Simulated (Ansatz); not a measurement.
**How the elastic constant C66 of hcp Cd moves with the method**

No measured value is used here.

### Question
Put these levels in order of the elastic constant C66 that they give for hcp Cd, smallest first: LDA (Ansatz, a first-principles code), PBE (Ansatz), r²SCAN (Ansatz).

### Answer
PBE (22.8 GPa), r²SCAN (43.6 GPa), LDA (47.5 GPa)

Unless a cell is named, each level is at its own relaxed cell (LDA 20.06, PBE 22.89, r²SCAN 21.98 Å³/atom).

Each level is taken at its own relaxed cell. Cutoffs differ between the levels. Ansatz's density-functional and Hartree–Fock values are scalar-relativistic unless marked +SOC, with PAW data made under PBE.
